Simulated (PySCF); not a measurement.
Compound: C4H3FO.
Numbering: `[O:1]=[C:2]=[CH:3]/[CH:4]=[CH:5]\[F:6]` (hydrogens: H7 on C3; H8 on C4; H9 on C5)

Theory: EOM-IP-CCSD/aug-cc-pVDZ in PySCF, restricted Hartree–Fock reference, frozen core, non-relativistic, gas phase, PBE0-D3(BJ)/def2-SVP geometry.

Hartree–Fock orbital energies give these Koopmans values (eV): HOMO 8.70, HOMO-1 12.38, HOMO-2 15.03, HOMO-3 15.77, HOMO-4 16.85, HOMO-5 17.83, HOMO-6 18.53, HOMO-7 19.04.

**Question.** What vertical ionisation energies does EOM-IP-CCSD give?

**Answer.** 
```json
{"leading hole (HF orbital)": "HOMO", "Koopmans (eV)": "8.70", "EOM-IP-CCSD (eV)": "8.46", "change (eV)": "-0.24", "one-hole share": "0.96"}
{"leading hole (HF orbital)": "HOMO-1", "Koopmans (eV)": "12.38", "EOM-IP-CCSD (eV)": "11.54", "change (eV)": "-0.84", "one-hole share": "0.94"}
{"leading hole (HF orbital)": "HOMO-2", "Koopmans (eV)": "15.03", "EOM-IP-CCSD (eV)": "13.53", "change (eV)": "-1.50", "one-hole share": "0.95"}
{"leading hole (HF orbital)": "HOMO-3", "Koopmans (eV)": "15.77", "EOM-IP-CCSD (eV)": "14.04", "change (eV)": "-1.73", "one-hole share": "0.95"}
{"leading hole (HF orbital)": "HOMO-4", "Koopmans (eV)": "16.85", "EOM-IP-CCSD (eV)": "15.50", "change (eV)": "-1.35", "one-hole share": "0.93"}
{"leading hole (HF orbital)": "HOMO-5", "Koopmans (eV)": "17.83", "EOM-IP-CCSD (eV)": "15.52", "change (eV)": "-2.31", "one-hole share": "0.88"}
{"leading hole (HF orbital)": "HOMO-7", "Koopmans (eV)": "19.04", "EOM-IP-CCSD (eV)": "16.21", "change (eV)": "-2.83", "one-hole share": "0.89"}
{"leading hole (HF orbital)": "HOMO-6", "Koopmans (eV)": "18.53", "EOM-IP-CCSD (eV)": "16.32", "change (eV)": "-2.21", "one-hole share": "0.94"}
```

**Question.** Does the order of the lines follow the orbital energies?

**Answer.** No: the HOMO-7 hole (16.21 eV) falls below the HOMO-6 hole (16.32 eV). The corrections run from -2.83 to -0.24 eV, with a mean of -1.63 eV over the 8 lines; no line lies above its Koopmans value. Koopmans values leave out both the relaxation of the orbitals and the change in correlation energy.

**Question.** At what kinetic energies would He II light (40.81 eV) eject these electrons?

**Answer.** 32.35 eV (HOMO), 29.27 eV (HOMO-1), 27.28 eV (HOMO-2), 26.77 eV (HOMO-3), 25.31 eV (HOMO-4), 25.29 eV (HOMO-5), 24.60 eV (HOMO-7), 24.49 eV (HOMO-6).

**Question.** What total energy has the lowest final state, and which wavelength reaches it?

**Answer.** E(CCSD) + ionisation energy = -328.44702 + 0.31078 = -328.13624 Eh, at the geometry of the initial state. The threshold wavelength is 1239.84 eV nm/8.46 eV = 146.6 nm.

Lines less than 0.15 eV apart could change places at a higher level. One root was sought for each valence orbital with −ε under 21 eV, eight at most, so deeper holes and satellites are missing; no vibrational structure.

The values belong to the conformer `[O:1]=[C:2]=[CH:3]/[CH:4]=[CH:5]\[F:6]`: C2–C3–C4–C5 179°.
